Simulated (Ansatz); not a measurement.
**BH− (quartet): the correlation ladder at distance B1–H2 = 1.910 Å, aug-cc-pVDZ**

How much of the correlation energy of BH− (quartet) does each wave-function method recover here?

Computed with Ansatz 0.2.0, Gaussian basis. Level: aug-cc-pVDZ, core rule «outside noble gas», up to 1 orbitals frozen.

To be run: UHF; CCSD(T) on ROHF; CCSD(T) on UHF; BCCD(T) on ROHF; CISD; CCSDT(Q) on ROHF; CCSDT(Q) on UHF; CASSCF and MRCISD+Q, 5 electrons in 5 orbitals; CASSCF and MRCISD+Q(relaxed), 5 electrons in 5 orbitals; CASSCF and NEVPT2, 5 electrons in 5 orbitals; Full CI.

17 further runs of the same task are left out: 11 that didn't finish, 6 set aside as unsound or not needed.

### Step 1. The system

The geometry derives from a PBE0/def2-TZVPD stationary point (not a proven minimum). One bond is set to the value named and the two fragments are kept rigid.

2 atoms, charge -1, spin multiplicity 4.

Atoms are counted from 1 here; the program's logs count them from 0.

No contacts short enough for the rule that draws bonds.

As a file:

```xyz
2

B     0.00000    0.00000    0.00000
H     0.00000    0.00000    1.91000
```

### Step 2. UHF

in.yaml reads:

```yaml
crystal:
  periodic: [false, false, false]
  atoms:
    - {symbol: B, position_ang: [0.000000, 0.000000, 0.000000]}
    - {symbol: H, position_ang: [0.000000, 0.000000, 1.910000]}
basis:
  gaussian: {orbitals: aug-cc-pVDZ}
total_charge: -1
magnetization: {spin_polarized: true, initial_magnetization: 3}
hamiltonian: {xc: hf}
output: {orbitals: {seedname: orbitals}}
```

Command:

```console
$ ansatz run in.yaml --threads 1 --pin off --events-out ev --progress --plain --max-ram 2393MiB
```

The runs that follow: CCSD(T) on ROHF; CCSD(T) on UHF; BCCD(T) on ROHF; CISD; CCSDT(Q) on ROHF; CCSDT(Q) on UHF; CASSCF and MRCISD+Q, 5 electrons in 5 orbitals; CASSCF and MRCISD+Q(relaxed), 5 electrons in 5 orbitals; CASSCF and NEVPT2, 5 electrons in 5 orbitals; Full CI.

Before running them: what should the planned runs give, taken together? Wanted: FCI below the RHF energy; RMP2 from FCI; UMP2 from FCI; RCCSD from FCI; RCCSD(T) from FCI; UCCSD(T) from FCI; RCCSDT(Q) from FCI; UCCSDT(Q) from FCI; NEVPT2 valence from FCI.

The runs gave:

| quantity | value |
| --- | --- |
| FCI below the RHF energy | -2.6033 eV |
| RMP2 from FCI | +885.4 meV |
| UMP2 from FCI | +855.1 meV |
| RCCSD from FCI | +167.9 meV |
| RCCSD(T) from FCI | +50.5 meV |
| UCCSD(T) from FCI | +43.6 meV |
| RCCSDT(Q) from FCI | +2.0 meV |
| UCCSDT(Q) from FCI | +1.0 meV |
| NEVPT2 valence from FCI | +633.7 meV |
| MRCISD+Q valence from FCI | +64.9 meV |
| MRCISD+Q(relaxed) valence from FCI | -8.8 meV |
| levels within 1 kcal/mol (43 meV) | RCCSDT, UCCSDT, RCCSDT(Q), UCCSDT(Q), MRCISD+Q(relaxed) valence |
| T1 diagnostic | 0.083 |
| effectively unpaired electrons | 3.07 |

**Reading.** RCCSD(T) lands +50.5 meV from the yardstick (1.9 % of the correlation energy). MRCISD+Q(relaxed) valence falls below full CI: the +Q correction isn't variational, and the cores differ from full CI's. The occupations are near whole numbers, but T1 = 0.083 shows that the orbitals relax strongly. Of the multireference levels listed MRCISD+Q(relaxed) valence comes nearest in total energy (-8.8 meV), which doesn't show that its space is the better one. These misses are within one basis, not against nature; the frozen cores of restricted and unrestricted runs differ, which can shift their rows.
